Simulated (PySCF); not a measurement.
Optical rotation: `C[C@H]1C[C@H]1N`, C$_{4}$H$_{9}$N

Geometry (Å), atoms numbered from 1 in this order:
```xyz
14

C     1.4598   -0.6327   -0.3878
C     0.3774   -0.4385    0.6420
C    -0.0824    0.9509    0.9760
C    -0.9880    0.0245    0.2159
N    -1.1918    0.3085   -1.1768
H     1.4442   -1.6512   -0.7720
H     2.4385   -0.4467    0.0510
H     1.3033    0.0534   -1.2147
H     0.4105   -1.1495    1.4596
H    -0.3268    1.1957    1.9984
H     0.3577    1.7608    0.4160
H    -1.8390   -0.3891    0.7647
H    -1.4009   -0.5413   -1.6901
H    -1.9632    0.9546   -1.3043
```

The calculation used PySCF, TDDFT PBE0/def2-SVPD circular dichroism and optical rotation, one conformer, gas phase. Geometry: GFN2-xTB.

The molecule is flexible and this is one conformer; a measurement averages over conformers. States above about 6.8 eV (minus the energy of the highest occupied orbital) lie near or above the ionisation threshold and depend on the basis.

Stereocentres: C2 S, C4 R.

(1) What is the specific rotation at 633, 589.3, 546, 436, 405, 365, 355 nm?

(2) And for the mirror image at 589.3 nm?

(3) What is the molar rotation [Φ] = [α]·M/100 of the geometry above at 589.3 nm?

Answers

(1) [α] in deg dm⁻¹ (g/mL)⁻¹:
| λ (nm) | origin-invariant length gauge | modified velocity gauge | length gauge (centre of mass) | isotropic polarisability (au) |
| --- | --- | --- | --- | --- |
| 633 | +44.4 | +46.1 | +44.7 | 57.0 |
| 589.3 | +52.3 | +54.3 | +52.7 | 57.2 |
| 546 | +62.5 | +65.0 | +63.0 | 57.4 |
| 436 | +109.8 | +114.3 | +110.5 | 58.3 |
| 405 | +134.0 | +139.8 | +135.0 | 58.7 |
| 365 | +181.1 | +189.1 | +182.3 | 59.4 |
| 355 | +197.2 | +206.0 | +198.5 | 59.6 |

(2) -52.3 deg dm⁻¹ (g/mL)⁻¹ (origin-invariant length gauge): the same size and the opposite sign.

(3) With M = 71.12 g/mol, +37.2 deg cm² dmol⁻¹ (origin-invariant length gauge).

The first excitation lies at 6.29 eV (197 nm) with R = +3.6 × 10⁻⁴⁰ esu² cm² (velocity form).
